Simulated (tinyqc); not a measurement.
Hueckel theory of the pi electrons, for the molecule O=CN=O (SMILES; centres numbered as the heavy atoms are written), step by step. One step of it, computed by the program tinyqc.

Problem. Orbitals. Diagonalise; E = alpha + x beta with beta < 0, so the largest x are filled first; degenerate levels share their electrons. P = sum n_i c_ri c_si; each orbital has its largest coefficient positive (the first on a tie).

Hueckel matrix in units of beta (H = alpha + beta A), order 1O, 2C, 3N, 4O:
$$\begin{pmatrix}
1.000000 & 1.000000 & 0.000000 & 0.000000 \\
1.000000 & 0.000000 & 1.000000 & 0.000000 \\
0.000000 & 1.000000 & 0.500000 & 1.000000 \\
0.000000 & 0.000000 & 1.000000 & 1.000000
\end{pmatrix}$$

pi electrons, sum of z_r less the charge = 4

Give: x values; occupations; coefficients; charge and bond-order matrix P.

Solution.

x values: [2.150, 1.449, 0.131, -1.229]

occupations: [2.000, 2.000, 0.000, 0.000]

coefficients, order 1O, 2C, 3N, 4O:
$$\begin{pmatrix}
0.404 & 0.719 & 0.464 & -0.323 \\
0.464 & 0.323 & -0.404 & 0.719 \\
0.595 & -0.252 & -0.517 & -0.562 \\
0.517 & -0.562 & 0.595 & 0.252
\end{pmatrix}$$

charge and bond-order matrix P, order 1O, 2C, 3N, 4O:
$$\begin{pmatrix}
1.360 & 0.839 & 0.118 & -0.390 \\
0.839 & 0.640 & 0.390 & 0.118 \\
0.118 & 0.390 & 0.835 & 0.898 \\
-0.390 & 0.118 & 0.898 & 1.165
\end{pmatrix}$$
